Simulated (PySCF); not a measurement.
**The 2-electron isoelectronic series, spin-free X2C**

Calculated with PySCF 2.14 from differences of total energies of unrestricted determinants, without spin-orbit coupling. Each ion has its own even-tempered basis scaled to its charge (18s7p4d4f3g for the first); frozen: nothing. Ionisation energies in eV, correlation energies of the ion in mhartree.

```tsv
ion	configuration	UHF	LDA	PBE	PBE0	r2SCAN	MP2 (all electrons)	CCSD (all electrons)	E_corr MP2	E_corr CCSD(T)	NIST (with spin-orbit, Breit and QED)
He	1s2 (1S)	23.447	24.303	24.468	24.448	24.621	24.445	24.581	-36.7	-41.7	24.587
Li⁺	1s2 (1S)	74.465	74.584	75.365	75.395	75.691	75.541	75.637	-39.6	-43.1	75.640 (t)
B³⁺	1s2 (1S)	258.19	256.49	258.78	258.90	259.46	259.33	259.39	-42.1	-44.3	259.37 (t)
C⁴⁺	1s2 (1S)	390.92	388.22	391.35	391.51	392.21	392.09	392.14	-42.7	-44.6	392.09 (t)
N⁵⁺	1s2 (1S)	550.93	547.20	551.18	551.39	552.23	552.10	552.15	-43.3	-44.9	552.07 (t)
O⁶⁺	1s2 (1S)	738.23	733.44	738.32	738.57	739.54	739.42	739.46	-43.7	-45.1	739.33 (t)
F⁷⁺	1s2 (1S)	952.86	947.00	952.78	953.08	954.18	954.06	954.09	-44.0	-45.3	953.90 (t)
Ne⁸⁺	1s2 (1S)	1194.9	1187.9	1194.6	1194.9	1196.2	1196.1	1196.1	-44.3	-45.5	1195.8 (t)
Mg¹⁰⁺	1s2 (1S)	1761.1	1751.9	1760.5	1760.9	1762.4	1762.3	1762.3	-44.8	-45.8	1761.8 (t)
```

Q: Interpolate the row of Be²⁺.

A: configuration 1s2 (1S); UHF 152.71; LDA 151.95; PBE 153.46; PBE0 153.54; r2SCAN 153.96; MP2 (all electrons) 153.83; CCSD (all electrons) 153.90; E_corr MP2 -41.1; E_corr CCSD(T) -43.8; NIST (with spin-orbit, Breit and QED) 153.90 (t).

Each ion has its own basis, which adds noise of up to about 0.1 % along the series.

NIST values marked (s) are semi-empirical, (t) theoretical. Open shells are high-spin determinants of the terms that Hund's rules give.
